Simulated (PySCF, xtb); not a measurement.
Relaxing a trial structure of CH4AlO

The starting geometry of this gas-phase doublet was built from a drawn formula by distance geometry and a force field; its bonds are those of `O[CH][AlH2]`.

```yaml
atoms:
  - { symbol: C, position_ang: [-1.6211, -0.8833, -0.3578] }
  - { symbol: Al, position_ang: [-0.5016, 0.7400, -0.1527] }
  - { symbol: O, position_ang: [-2.6031, -0.6037, -1.3197] }
  - { symbol: H, position_ang: [-3.3965, -1.1490, -1.0284] }
  - { symbol: H, position_ang: [-0.9801, -1.7686, -0.7377] }
  - { symbol: H, position_ang: [0.3218, 1.3830, -1.3353] }
  - { symbol: H, position_ang: [-0.4263, 1.4597, 1.3184] }
```

Q: Predict what becomes of its bonds when it is optimised with r2SCAN-D4/def2-SVP.

A: It keeps its bonds, and is `O[CH][AlH2]`.

The energy falls by 1.08 eV over 19 steps:

| step | E − E(last) (eV) |
| --- | --- |
| 1 | 1.079 |
| 3 | 0.502 |
| 5 | 0.420 |
| 7 | 0.390 |
| 9 | 0.284 |
| 11 | 0.072 |
| 13 | 0.003 |
| 15 | 0.000 |
| 17 | 0.000 |
| 19 | 0.000 |

Final geometry (Å):

```xyz
7

C    -1.7022   -0.6593   -0.5079
Al   -0.4646    0.7997   -0.2566
O    -2.4230   -0.8124   -1.6466
H    -2.9864   -1.5967   -1.5879
H    -1.8909   -1.4402    0.2511
H    -0.2517    1.8819   -1.3996
H     0.3012    0.8338    1.1367
```

From the same start GFN2-xTB ends elsewhere, at `[CH]1[OH+][AlH2-]1`.

No frequencies were run, so the end isn't proven a minimum. Open shells are spin-unrestricted. Run with PySCF 2.14.0, 91 s on 2 threads of Intel(R) Xeon(R) 6975P-C (Granite Rapids), on a shared host.
